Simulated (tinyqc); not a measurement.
Inside a calculation (part 2 of 2). Method: RHF in the sto-3g basis, for HF, spin multiplicity 1. Computed by tinyqc, a small Python program that keeps every step (integrals from PySCF). Command: `OMP_NUM_THREADS=1 python tinyqc.py 21099 21100 out.jsonl` (the two numbers bound the seeds that draw the settings). One thread of a shared host (Intel(R) Xeon(R) Processor @ 2.60GHz), about 0.07 s of CPU time with the checks.

Geometry (angstrom):
```
atom        x        y        z
F     0.00000  0.00000  0.00000
H     0.00000  0.00000  1.14100
```

## Iteration 7 (converged): orbitals

converged F (hartree), order 1F 1s, 1F 2s, 1F 2px, 1F 2py, 1F 2pz, 2H 1s:
$$\begin{pmatrix}
-25.91030 & -6.62457 & 0.00000 & 0.00000 & -0.01755 & -0.82143 \\
-6.62457 & -3.02228 & 0.00000 & 0.00000 & -0.03916 & -0.77012 \\
0.00000 & 0.00000 & -0.46229 & 0.00000 & 0.00000 & 0.00000 \\
0.00000 & 0.00000 & 0.00000 & -0.46229 & 0.00000 & 0.00000 \\
-0.01755 & -0.03916 & 0.00000 & 0.00000 & -0.24923 & -0.47230 \\
-0.82143 & -0.77012 & 0.00000 & 0.00000 & -0.47230 & -0.35702
\end{pmatrix}$$

X, order 1F 1s, 1F 2s, 1F 2px, 1F 2py, 1F 2pz, 2H 1s:
$$\begin{pmatrix}
1.02279 & -0.12835 & 0.00000 & 0.00000 & -0.00410 & 0.01660 \\
-0.12835 & 1.06656 & 0.00000 & 0.00000 & 0.03696 & -0.17994 \\
0.00000 & 0.00000 & 1.00000 & 0.00000 & 0.00000 & 0.00000 \\
0.00000 & 0.00000 & 0.00000 & 1.00000 & 0.00000 & 0.00000 \\
-0.00410 & 0.03696 & 0.00000 & 0.00000 & 1.03077 & -0.15041 \\
0.01660 & -0.17994 & 0.00000 & 0.00000 & -0.15041 & 1.07365
\end{pmatrix}$$

Diagonalise F' = X^T F X, C = X C', fill 5 alpha and 5 beta electrons from the bottom; D = 2 C_occ C_occ^T. Each column has its largest component positive (the first on a tie).

F' = X^T F X (hartree):
$$\begin{pmatrix}
-25.44003 & -3.39891 & 0.00000 & 0.00000 & -0.03960 & -0.07164 \\
-3.39891 & -1.80200 & 0.00000 & 0.00000 & 0.07011 & -0.38119 \\
0.00000 & 0.00000 & -0.46229 & 0.00000 & 0.00000 & 0.00000 \\
0.00000 & 0.00000 & 0.00000 & -0.46229 & 0.00000 & 0.00000 \\
-0.03960 & 0.07011 & 0.00000 & 0.00000 & -0.12427 & -0.46273 \\
-0.07164 & -0.38119 & 0.00000 & 0.00000 & -0.46273 & -0.06381
\end{pmatrix}$$

orbital energies (hartree): MO1 -25.91968, MO2 -1.42436, MO3 -0.51550, MO4 -0.46229, MO5 -0.46229, MO6 0.42944

coefficients C, order 1F 1s, 1F 2s, 1F 2px, 1F 2py, 1F 2pz, 2H 1s:
$$\begin{pmatrix}
0.99492 & -0.25634 & 0.05920 & 0.00000 & 0.00000 & 0.06163 \\
0.02100 & 0.98432 & -0.30497 & 0.00000 & 0.00000 & -0.35417 \\
0.00000 & 0.00000 & 0.00000 & 0.99945 & 0.03308 & 0.00000 \\
0.00000 & 0.00000 & 0.00000 & -0.03308 & 0.99945 & 0.00000 \\
0.00164 & 0.03782 & 0.68693 & 0.00000 & 0.00000 & -0.78307 \\
-0.00369 & 0.11408 & 0.57967 & 0.00000 & 0.00000 & 0.92680
\end{pmatrix}$$

D after iteration 7, order 1F 1s, 1F 2s, 1F 2px, 1F 2py, 1F 2pz, 2H 1s:
$$\begin{pmatrix}
2.11815 & -0.49896 & 0.00000 & 0.00000 & 0.06520 & 0.00280 \\
-0.49896 & 2.12467 & 0.00000 & 0.00000 & -0.34445 & -0.12913 \\
0.00000 & 0.00000 & 2.00000 & 0.00000 & 0.00000 & 0.00000 \\
0.00000 & 0.00000 & 0.00000 & 2.00000 & 0.00000 & 0.00000 \\
0.06520 & -0.34445 & 0.00000 & 0.00000 & 0.94661 & 0.80500 \\
0.00280 & -0.12913 & 0.00000 & 0.00000 & 0.80500 & 0.69809
\end{pmatrix}$$

Within a degenerate level the vectors are fixed only up to a rotation; this is one choice.

## Convergence

Stop when the energy changes by less than 1e-10 hartree and every element of the error matrix X^T (F D S - S D F) X is below 3e-06.

Course of the cycle:
```
iteration  E (hartree)     change  largest element of the error matrix
1          -98.2283748          -                             4.60e-01
2          -98.5293627  -3.01e-01                             8.95e-02
3          -98.5410113  -1.16e-02                             1.55e-02
4          -98.5411732  -1.62e-04                             1.59e-03
5          -98.5411756  -2.41e-06                             2.11e-05
6          -98.5411756  -2.91e-10                             5.97e-08
7          -98.5411756    0.00000                             2.99e-08
```

PySCF RHF in the same basis = -98.5411756 hartree

Converged in 7 iterations.

## Populations, bond orders and dipole

overlap S, order 1F 1s, 1F 2s, 1F 2px, 1F 2py, 1F 2pz, 2H 1s:
$$\begin{pmatrix}
1.00000 & 0.23799 & 0.00000 & 0.00000 & 0.00000 & 0.02894 \\
0.23799 & 1.00000 & 0.00000 & 0.00000 & 0.00000 & 0.31364 \\
0.00000 & 0.00000 & 1.00000 & 0.00000 & 0.00000 & 0.00000 \\
0.00000 & 0.00000 & 0.00000 & 1.00000 & 0.00000 & 0.00000 \\
0.00000 & 0.00000 & 0.00000 & 0.00000 & 1.00000 & 0.26759 \\
0.02894 & 0.31364 & 0.00000 & 0.00000 & 0.26759 & 1.00000
\end{pmatrix}$$

Mulliken: Z minus the diagonal of D S on the atom; Loewdin: the same with S^(1/2) D S^(1/2); Mayer order: 2 sum_s sum (D(s) S)_ij (D(s) S)_ji over the two atoms.

Charges (e):
```
atom  Mulliken   Loewdin
1F    -0.12693  -0.10135
2H     0.12693   0.10135
```

Mayer bond orders:
```
pair    order
2-1   0.98389
```

dipole moment about the origin, x y z (debye): [0.00000, 0.00000, 1.09681]
